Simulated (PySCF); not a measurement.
## Spin states of LiO⁺

Unrestricted PBE0; PySCF, no relativity, basis sets Li STO-3G, O STO-3G. Outer shells of the fragments: Li+ closed shells only; O 2s2 2p4.

Followed along the bond (rough minima from three points):

```tsv
2Ms+1	unpaired	⟨S²⟩ at the start	R at minimum (Å)	Te (eV)
3	π ↑↑	2.00	2.05	0.00
3	σ ↑, π ↑	2.00	1.87	0.69
1	π ↑↓	1.00	2.04	0.92
1	σ ↓, π ↑	1.00	1.88	1.60
```

Solutions found at the starting distance of 1.985 Å, counted from the lowest of them; the search is not exhaustive and high or unbound solutions are not listed, so other states can lie among these:

```json
{"2Ms+1": "3", "unpaired": "π ↑↑", "term": "³Σ⁻", "E (eV)": "0.00", "⟨S²⟩": "2.00", "⟨Lz²⟩": "0.00", "μ (D)": "-5.52"}
{"2Ms+1": "3", "unpaired": "σ ↑, π ↑", "term": "³Π", "E (eV)": "0.70", "⟨S²⟩": "2.00", "⟨Lz²⟩": "1.00", "μ (D)": "-5.38"}
{"2Ms+1": "1", "unpaired": "π ↑↓", "term": "mixed", "E (eV)": "0.91", "⟨S²⟩": "1.00", "⟨Lz²⟩": "2.00", "μ (D)": "-5.49"}
{"2Ms+1": "1", "unpaired": "σ ↓, π ↑", "term": "mixed", "E (eV)": "1.61", "⟨S²⟩": "1.00", "⟨Lz²⟩": "1.00", "μ (D)": "-5.39"}
{"2Ms+1": "1", "unpaired": "none", "term": "mixed", "E (eV)": "3.36", "⟨S²⟩": "0.00", "⟨Lz²⟩": "2.00", "μ (D)": "-5.35"}
```

A term symbol is given only where ⟨S²⟩ and ⟨Lz²⟩ are close to those of a pure state; real π, δ and φ orbitals otherwise mix terms. A positive dipole points towards O; it is taken about the centre of mass and depends on that origin.

STO-3G is very small, so such numbers show the basis as much as the molecule.
